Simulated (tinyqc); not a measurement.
Worked calculation: RKS/PBE in the sto-6g basis, for H2F+, spin multiplicity 1. One step of it, computed by the program tinyqc.

Problem. Iteration 1: diagonalisation and new density. Diagonalise F' = X^T F X, C = X C', fill 5 alpha and 5 beta electrons from the bottom; D = 2 C_occ C_occ^T. Each column has its largest component positive (the first on a tie).

Kohn-Sham matrix F (hartree):
```
             1F 1s      1F 2s     1F 2px     1F 2py     1F 2pz      2H 1s      3H 1s
1F 1s   -23.747846  -5.837176   0.000000  -0.000512  -0.008771  -0.893091  -0.805130
1F 2s    -5.837176  -2.307932   0.000000  -0.009331  -0.131782  -0.701212  -0.645841
1F 2px    0.000000   0.000000  -0.089860   0.000000   0.000000   0.000000   0.000000
1F 2py   -0.000512  -0.009331   0.000000  -0.194463  -0.003936  -0.293286   0.274417
1F 2pz   -0.008771  -0.131782   0.000000  -0.003936  -0.130986  -0.196184  -0.184588
2H 1s    -0.893091  -0.701212   0.000000  -0.293286  -0.196184  -0.637779  -0.196177
3H 1s    -0.805130  -0.645841   0.000000   0.274417  -0.184588  -0.196177  -0.618949
```

X:
```
                1          2          3         4          5          6         7
1F 1s   -0.380746   0.085861   0.707568  0.000000  -0.603262  -0.013782  0.213445
1F 2s    0.991617  -0.177124  -0.204215  0.000000  -0.244483  -0.017971  0.484557
1F 2px   0.000000   0.000000   0.000000  1.000000   0.000000   0.000000  0.000000
1F 2py   0.167261   0.821864  -0.004208  0.000000   0.001660   0.680793  0.020247
1F 2pz   0.329616  -0.056365   0.679833  0.000000   0.666237  -0.005742  0.165480
2H 1s   -0.738278  -0.600300  -0.206656  0.000000   0.172887   0.377697  0.400983
3H 1s   -0.435223   0.812789  -0.220479  0.000000   0.182661  -0.412298  0.370203
```

Give: F' = X^T F X; orbital energies; coefficients C; D after iteration 1.

Solution.

F' = X^T F X (hartree):
```
         1        2        3        4         5        6        7
1  -1.0062   0.2863   2.8782   0.0000   -2.6752  -0.0285   1.3118
2   0.2863   0.0277  -0.7449   0.0000    0.7105   0.2416  -0.3532
3   2.8782  -0.7449  -9.9008   0.0000    9.9097   0.2636  -5.2533
4   0.0000   0.0000   0.0000  -0.0899    0.0000   0.0000   0.0000
5  -2.6752   0.7105   9.9097   0.0000  -10.1719  -0.2711   5.4108
6  -0.0285   0.2416   0.2636   0.0000   -0.2711  -0.5379   0.1525
7   1.3118  -0.3532  -5.2533   0.0000    5.4108   0.1525  -3.9361
```

orbital energies (hartree): MO1 -23.7529, MO2 -1.0276, MO3 -0.6035, MO4 -0.3132, MO5 -0.0899, MO6 -0.0030, MO7 0.1748

coefficients C:
```
            MO1      MO2      MO3      MO4     MO5      MO6      MO7
1F 1s    0.9962  -0.2087  -0.0031  -0.1564  0.0000  -0.0469  -0.0080
1F 2s    0.0169   0.7751   0.0159   0.8055  0.0000   0.3130   0.0558
1F 2px   0.0000   0.0000   0.0000   0.0000  1.0000   0.0000   0.0000
1F 2py   0.0002   0.0113  -0.3910  -0.0243  0.0000  -0.0661   1.0047
1F 2pz   0.0013   0.1378   0.0012  -0.3606  0.0000   0.9449   0.0588
2H 1s   -0.0034   0.2576  -0.5783  -0.5820  0.0000  -0.4011  -0.6173
3H 1s   -0.0031   0.2332   0.6166  -0.5793  0.0000  -0.4508   0.5154
```

D after iteration 1:
```
          1F 1s    1F 2s  1F 2px   1F 2py   1F 2pz    2H 1s    3H 1s
1F 1s    2.1208  -0.5419  0.0000   0.0056   0.0579   0.0713   0.0740
1F 2s   -0.5419   2.5004  0.0000  -0.0341  -0.3672  -0.5566  -0.5521
1F 2px   0.0000   0.0000  2.0000   0.0000   0.0000   0.0000   0.0000
1F 2py   0.0056  -0.0341  0.0000   0.3072   0.0197   0.4864  -0.4488
1F 2pz   0.0579  -0.3672  0.0000   0.0197   0.2981   0.4894   0.4835
2H 1s    0.0713  -0.5566  0.0000   0.4864   0.4894   1.4791   0.0812
3H 1s    0.0740  -0.5521  0.0000  -0.4488   0.4835   0.0812   1.5404
```
